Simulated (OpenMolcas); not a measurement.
**SiN2H5 (SMILES N[SiH]N): levels of theory compared**

Wanted: a comparison of 5 runs (UHF/3-21G, UHF/def2-SVPD, UB3LYP/6-31G*, UB3LYP/def2-SVPD, ROMP2/def2-SVPD) of SiN2H5. 

The results are computed with OpenMolcas 26.06.

### 1 Starting point

SiN2H5: 8 atoms, total charge 0, spin state doublet. As SMILES, `N[SiH]N`. Geometry: relaxed at PBE0-D4/def2-TZVP. This is one conformer, not always the lowest.

Bond lengths: N1–Si2 1.713 Å, Si2–N3 1.720 Å, N1–H4 1.008 Å, N1–H5 1.005 Å, Si2–H6 1.504 Å, N3–H7 1.008 Å, N3–H8 1.008 Å. Angles: N1–Si2–N3 106.1°, N1–Si2–H6 117.2°, N3–Si2–H6 103.6°, Si2–N1–H4 122.2°, Si2–N1–H5 121.8°, Si2–N3–H7 120.2°, Si2–N3–H8 119.6°, H4–N1–H5 112.8°, H7–N3–H8 111.5°.

### 2 Energy and forces at UHF/3-21G (run 1)

Input file geom.xyz:

```xyz
8

N     -1.027000     0.622100    -0.768300
Si     0.527700     0.579900    -0.050700
N      0.789500    -1.052600     0.425100
H     -1.817900     0.144500    -0.364600
H     -1.296600     1.349400    -1.406800
H      0.716400     1.354100     1.225100
H      0.730800    -1.794000    -0.255200
H      1.468900    -1.260500     1.139500
```

Input file test.input:

```
&GATEWAY
BasLib = $CurrDir
Coord = geom.xyz
Basis = 3-21G
Group = NoSym
&SEWARD
&SCF
UHF
Spin = 2
Thresholds = 1e-10 1e-07 1e-07 1e-05
PrOrbitals = 1
&ALASKA
```

The basis set 3-21G is read from a file made from the Basis Set Exchange's data (not shown).

Started as:

```bash
export MOLCAS_MEM=1860
pymolcas test.input > test.log
```

Standard output:

```text
--- Start Module: gateway ---
[...]
--- Stop Module: gateway /rc=_RC_ALL_IS_WELL_ ---
[...]
      Basis functions           41
[...]
--- Start Module: scf ---
[...]
       Convergence after  15 Iterations
[...]
::    Total SCF energy                               -398.6038183249
[...]
      Total spin, S                                     0.5019001180
[...]
      Total electronic charge=   33.000000
      Total            charge=   -0.000000
[...]
      Dipole Moment (debye):
      Origin of the operator (angstrom)=    0.1842    0.1637   -0.0964
                   X=  3.5241E-02               Y= -4.2088E-01               Z= -6.4643E-01           Total=  7.7218E-01
      Quadrupole Moment (debye*angstrom):
[...]
--- Stop Module: scf /rc=_RC_ALL_IS_WELL_ ---
--- Start Module: alaska ---
[...]
 *              Molecular gradients               *
 **************************************************
  Irreducible representation: a
 ------------------------------------------------------------------------------------------
                              X                       Y                       Z
 ------------------------------------------------------------------------------------------
  N1                2.45064094687866E-02   -1.14281681004950E-02    6.33626876803017E-03
  SI2              -9.32646333446829E-03   -1.33209823513871E-02   -5.99115715363840E-03
  N3               -1.96146880283879E-02    2.10789759074101E-02    5.80513453269926E-04
  H4               -4.28984854953374E-03    8.55461190367723E-05    3.53502139730333E-03
  H5               -4.06201601708345E-04    5.23608640434503E-03   -1.58762670759316E-04
  H6               -6.27322259914020E-04   -1.74769136269726E-03    1.07238281806277E-03
  H7                3.31494105531489E-03   -1.49516703492569E-03   -5.04863588861904E-03
  H8                6.44317324989840E-03    1.59140041875638E-03   -3.25630723615244E-04
[...]
--- Stop Module: alaska /rc=_RC_ALL_IS_WELL_ ---
[...]
```

Wall time 2.4 s (1 thread of Arm Neoverse V1, shared host); peak memory 0.37 GiB.

### 3 Energy and gradient at UHF/def2-SVPD (run 2)

Input file mol.input:

```
* H5N2Si Hartree-Fock

&GATEWAY
  BasLib = $CurrDir
  Coord
  8
  angstrom
  N       -1.027000       0.622100      -0.768300
  Si       0.527700       0.579900      -0.050700
  N        0.789500      -1.052600       0.425100
  H       -1.817900       0.144500      -0.364600
  H       -1.296600       1.349400      -1.406800
  H        0.716400       1.354100       1.225100
  H        0.730800      -1.794000      -0.255200
  H        1.468900      -1.260500       1.139500
  Basis = def2-SVPD
  Group = NoSym

&SEWARD

&SCF
  UHF
  Spin = 2
  Thresholds = 1e-10 1e-07 1e-07 1e-05
  PrOrbitals = 1 2

&ALASKA
```

The basis set def2-SVPD is read from a file made from the Basis Set Exchange's data (not shown).

Started as:

```bash
export MOLCAS_MEM=1860
pymolcas mol.input > mol.log
```

Standard output:

```text
--- Start Module: gateway ---
[...]
--- Stop Module: gateway /rc=_RC_ALL_IS_WELL_ ---
[...]
      Basis functions          104
[...]
--- Start Module: scf ---
[...]
       Convergence after  16 Iterations
[...]
::    Total SCF energy                               -400.5936424269
[...]
      Total spin, S                                     0.5022556917
[...]
      Total electronic charge=   33.000000
      Total            charge=   -0.000000
[...]
      Dipole Moment (debye):
      Origin of the operator (angstrom)=    0.1842    0.1637   -0.0964
                   X= -4.0543E-01               Y= -6.7270E-01               Z= -2.4398E-01           Total=  8.2245E-01
      Quadrupole Moment (debye*angstrom):
[...]
--- Stop Module: scf /rc=_RC_ALL_IS_WELL_ ---
[...]
--- Start Module: alaska ---
[...]
 *              Molecular gradients               *
 **************************************************
  Irreducible representation: a
 ------------------------------------------------------------------------------------------
                              X                       Y                       Z
 ------------------------------------------------------------------------------------------
  N1                1.27848648764770E-02   -4.04780544119565E-03    5.10157632507502E-03
  SI2              -3.96107507566690E-03   -4.53970893158662E-03   -7.15944439338245E-03
  N3               -8.15040933707589E-03    1.16255851246700E-02   -4.42725863816218E-04
  H4               -5.94435091441348E-03   -3.70318605487885E-03    3.52099326086619E-03
  H5               -4.04753967382376E-04    5.36425128131057E-03   -4.40776101632512E-03
  H6                4.82542621187410E-04    2.18463650432543E-04    3.89126277931640E-03
  H7               -1.88018620218916E-04   -4.59078039692873E-03   -5.99700767742073E-03
  H8                5.38120041713563E-03   -3.26819231888376E-04    5.49310658565982E-03
[...]
--- Stop Module: alaska /rc=_RC_ALL_IS_WELL_ ---
[...]
```

Wall time 16 s (1 thread of Arm Neoverse V1, shared host); peak memory 0.59 GiB.

Runs 3 to 4 aren't shown in full; the table further down has their settings and results.

### 4 The energy at ROMP2/def2-SVPD (run 5)

Input file input.xyz:

```xyz
8

N     -1.027000     0.622100    -0.768300
Si     0.527700     0.579900    -0.050700
N      0.789500    -1.052600     0.425100
H     -1.817900     0.144500    -0.364600
H     -1.296600     1.349400    -1.406800
H      0.716400     1.354100     1.225100
H      0.730800    -1.794000    -0.255200
H      1.468900    -1.260500     1.139500
```

Input file run.input:

```
&GATEWAY
  BASLIB = $CurrDir
  COORD = input.xyz
  BASIS = def2-SVPD
  GROUP = NoSym

&SEWARD

&SCF
  UHF
  SPIN = 2
  THRESHOLDS = 1e-10 1e-07 1e-07 1e-05
  PRORBITALS = 1

&RASSCF
  FILEORB = $Project.UnaOrb
  SPIN = 2
  NACTEL = 1 0 0
  INACTIVE = 16
  RAS2 = 1
  OUTORBITALS = Canonical
  ORBLISTING = Nothing

&CASPT2
  IPEA = 0.0
  FROZEN = 7
```

The basis set def2-SVPD is read from a file made from the Basis Set Exchange's data (not shown).

Started as:

```bash
export MOLCAS_MEM=1860
pymolcas run.input > run.log
```

Standard output:

```text
--- Start Module: gateway ---
[...]
--- Stop Module: gateway /rc=_RC_ALL_IS_WELL_ ---
[...]
      Basis functions          104
[...]
       Convergence after  16 Iterations
[...]
::    Total SCF energy                               -400.5936424269
[...]
      Total spin, S                                     0.5022556917
[...]
--- Start Module: rasscf ---
[...]
      Number of active orbitals                  1
[...]
      Spin quantum number                      0.5
[...]
      Active orbitals                            1
[...]
      Number of CSFs                             1
[...]
      Number of root(s) required                 1
[...]
      Convergence after  8 iterations
[...]
      printout of CI-coefficients larger than  0.05 for root  1
      energy=    -400.592308
      conf/sym  1     Coeff  Weight
             1  u   1.00000 1.00000
      Natural orbitals and occupation numbers for root  1
      sym 1:   1.000000
      ************************************************************************************************************************
      *                                                    Final results                                                     *
[...]
::    RASSCF root number  1 Total energy:   -400.59230795
[...]
      Total electronic charge=   33.000000
      Total            charge=   -0.000000
[...]
      Dipole Moment (debye):
      Origin of the operator (angstrom)=    0.1842    0.1637   -0.0964
                   X= -3.9765E-01               Y= -6.5397E-01               Z= -2.5026E-01           Total=  8.0525E-01
      Quadrupole Moment (debye*angstrom):
[...]
--- Stop Module: rasscf /rc=_RC_ALL_IS_WELL_ ---
[...]
--- Start Module: caspt2 ---
[...]
 ###    WARNING: User changed nr of frozen orbitals.                         ###
 ###############################################################################
[...]
      E2 (Variational):          -0.4582634065
      Total energy:            -401.0505713553
[...]
      Reference weight:           0.86478
[...]
::    CASPT2 Root  1     Total energy:   -401.05057136
[...]
--- Stop Module: caspt2 /rc=_RC_ALL_IS_WELL_ ---
[...]
```

Run time: 21 s. Hardware: 1 thread of Arm Neoverse V1, shared host; peak memory 0.59 GiB.

### 5 Overview of the runs

| run | level | integration grid | task | energy (Eh) | dipole moment (D) | HOMO energy (eV) | LUMO energy (eV) | wall time |
| --- | --- | --- | --- | --- | --- | --- | --- | --- |
| 1 | UHF/3-21G | – | gradient | -398.603818 | 0.77 | -7.54 | 2.33 | 2.4 s |
| 2 | UHF/def2-SVPD | – | gradient | -400.593642 | 0.82 | -8.06 | 1.92 | 16 s |
| 3 | UB3LYP/6-31G* (spherical functions) | UltraFine | gradient | -401.991502 | 1.14 | -4.45 | -1.50 | 29 s |
| 4 | UB3LYP/def2-SVPD | UltraFine | gradient | -401.868925 | 1.00 | -4.79 | -1.81 | 71 s |
| 5 | ROMP2/def2-SVPD | – | energy | -401.050571 | – | – | – | 21 s |

### 6 Summary of results

| quantity | value |
| --- | --- |
| run 5: total energy | -401.05057 Eh |

What this shows: Over runs 1, 2, 3, 4 the dipole moment (its size) runs from 0.77 D (UHF/3-21G) to 1.14 D (UB3LYP/6-31G*). The two ends differ in method and basis. All runs together took 2.3 min, the longest 71 s.
